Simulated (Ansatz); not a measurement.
Two structures, one formula

Two relaxed structures of BSiNH5, doublet (PBE0-D4/def2-TZVP; forces vanish, vibrations not checked).

A:

```csv
atom,x (Å),y (Å),z (Å)
B1,-0.5970,-0.3693,-1.3439
N2,0.0998,0.3285,-0.3713
Si3,0.8809,-0.3619,1.0397
H4,-0.7592,-1.5554,-1.3480
H5,0.1675,1.3323,-0.4808
H6,0.3032,0.2153,2.2816
H7,2.3355,-0.0565,1.0234
H8,0.6562,-1.8233,0.9926
```

B:

```xyz
8
angstrom
B -1.5645 0.1122 -0.9997
N -0.5118 -0.1453 -0.2133
Si 0.8037 -0.5317 0.8090
H -1.6497 1.1665 -1.5813
H -2.4383 -0.7107 -1.1329
H 0.8791 0.4199 1.9455
H 2.0785 -0.5037 0.0492
H 0.5569 -1.9058 1.3223
```

Computed with Ansatz 0.2.0 (basis: def2-TZVPP); correlated methods freeze the cores; orbitals are unrestricted. B3LYP uses VWN-RPA correlation.

Question: Which structure is lower at CCSD(T), and by how much? (Judge from chemistry; the value comes from the calculation.)

Answer: The calculation gives: A, by 1.20 kcal/mol (electronic energy, against the other). By their contacts, A is BSiNH₅ ([BH][NH][SiH3]) and B is BSiNH₅ ([BH2][N][SiH3]).

Question: Do the other methods give the same order? (A judgement: the text doesn't fix the answer.)

Answer: Computed: Not all: PBE-D4, r2SCAN-D4, PBE0-D4, B3LYP-D4, wB97M-V, HF give the other order.

| method | E(B) − E(A) (kcal/mol) |
| --- | --- |
| PBE-D4 | -2.85 |
| r2SCAN-D4 | -2.27 |
| PBE0-D4 | -0.27 |
| B3LYP-D4 | -3.51 |
| wB97M-V | -1.49 |
| HF | -2.54 |
| MP2 | 8.03 |
| CCSD | 0.93 |
| CCSD(T) | 1.20 |

T1 diagnostic: at most 0.026. ⟨S²⟩ of the unrestricted Hartree–Fock references: 0.76 to 0.77 (a pure state has 0.75).

Labels in which every atom is bracketed show which atoms are joined, not bond orders.

For scale, one of the runs: CCSD(T)/def2-TZVPP, 174 basis functions, launched by `ansatz run in.yaml --threads 2 --pin off --events-out ev --progress --plain --max-ram 4352MiB`. Time: 97 s of wall clock on 2 CPU threads of an Arm Neoverse V1; the host was shared. Peak host memory: 3.6 GiB.
